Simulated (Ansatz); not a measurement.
1T (CdI2-type) TiS₂ was calculated with rVV10 (plane waves, PAW; Ansatz, a quantum-chemistry and plane-wave program).

Rigid layers of the crystal as relaxed at this level are moved apart or together:

```
run   k mesh  layer repeat (Å)  energy against free layers (meV/Å²)  gap on the mesh (eV)
---  -------  ----------------  -----------------------------------  --------------------
1    12×12×6               5.4                               -22.93                 0.000
2    12×12×6              5.55                               -25.84                 0.000
3    12×12×6               5.7                               -26.69                 0.000
4    12×12×6               5.9                               -26.00                 0.000
5    12×12×6               6.2                               -22.82                 0.000
6    12×12×6               6.7                               -16.39                 0.053
7    12×12×6               7.7                                -7.74                 0.100
8    12×12×4               9.7                                -2.20                 0.118
```

The lowest energy of these points lies at a layer repeat of 5.70 Å.
